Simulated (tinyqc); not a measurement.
Worked calculation: extended Hueckel theory, for CH2. One step of it, computed by the program tinyqc.

Question. Mulliken analysis. P = C n C^T; charge = valence electrons (H 1, C 4) minus the sum of (P S)_ii on the atom; overlap population = 2 sum P_ij S_ij between two atoms.

coefficients:
```
              MO1        MO2        MO3       MO4        MO5        MO6
1C 2s    0.812575   0.000000  -0.307634  0.000000   0.000000   1.042018
1C 2px   0.000000   0.000000   0.000000  1.000000   0.000000   0.000000
1C 2py   0.000000   0.496284   0.000000  0.000000   1.142024   0.000000
1C 2pz  -0.031575   0.000000   0.852609  0.000000   0.000000   0.747549
2H 1s    0.177575   0.472496   0.211964  0.000000  -0.820446  -0.927713
3H 1s    0.177575  -0.472496   0.211964  0.000000   0.820446  -0.927713
```

occupations: 2.000000  2.000000  2.000000  0.000000  0.000000  0.000000

overlap S:
```
           1C 2s    1C 2px     1C 2py    1C 2pz     2H 1s      3H 1s
1C 2s   1.000000  0.000000   0.000000  0.000000  0.473586   0.473586
1C 2px  0.000000  1.000000   0.000000  0.000000  0.000000   0.000000
1C 2py  0.000000  0.000000   1.000000  0.000000  0.391839  -0.391839
1C 2pz  0.000000  0.000000   0.000000  1.000000  0.276592   0.276592
2H 1s   0.473586  0.000000   0.391839  0.276592  1.000000   0.135128
3H 1s   0.473586  0.000000  -0.391839  0.276592  0.135128   1.000000
```

Give: charges; Overlap populations.

Answer.

charges: 1C -0.1694, 2H 0.0847, 3H 0.0847

Overlap populations:
```
pair      value
2-1    0.711090
3-1    0.711090
3-2   -0.079343
```
